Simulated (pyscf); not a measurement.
PySCF, gas phase, ωB97X-D3(BJ)/def2-SVP geometries. MP2 and CC: frozen core, UHF for open shells. ΔMP2 is the change of the MP2 total energy from the triple- to the quadruple-zeta basis.

**Question.** What is the homolytic dissociation enthalpy (298 K, CCSD(T)/def2-TZVPP + ΔMP2(QZVPP)) of the B–C bond of H₂C=CH–BH–NH₂, to •HC=CH₂ + [HB–NH₂]•?

**Answer.** B–C to •HC=CH₂ + [HB–NH₂]•: 481.5 kJ/mol. The radicals are drawn with the spin at the cut bond; how far it spreads was not checked. Other isomers of •HC=CH₂, [HB–NH₂]• were not searched in full and may lie lower. The CCSD(T) − MP2 part came from Ansatz, without density fitting, on the same reference. A UHF reference is spin-contaminated (<S²> up to 0.96), which harms MP2 most.
